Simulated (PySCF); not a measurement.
## AlH at PBE0

Computed with PBE0; Al cc-pV(D+d)Z, H cc-pVDZ; no relativity (PySCF 2.14).

```json
{
  "state": "³Π (triplet), unpaired electrons σ ↑, π ↑, a second solution, started from another occupation",
  "bond length": "0.1610 nm",
  "harmonic wavenumber": "1758 cm⁻¹",
  "force constant": "1.77 mdyn/Å",
  "rotational constant Be": "6.697 cm⁻¹",
  "anharmonicity ωexe": "41.8 cm⁻¹",
  "vibration–rotation constant αe": "0.213 cm⁻¹",
  "energy of the minimum from ground-state Al + H": "-1.30 eV",
  "bond order (Mayer)": "0.91",
  "dipole moment (positive dipole means Al(−)H(+))": "-0.57 D"
}
```
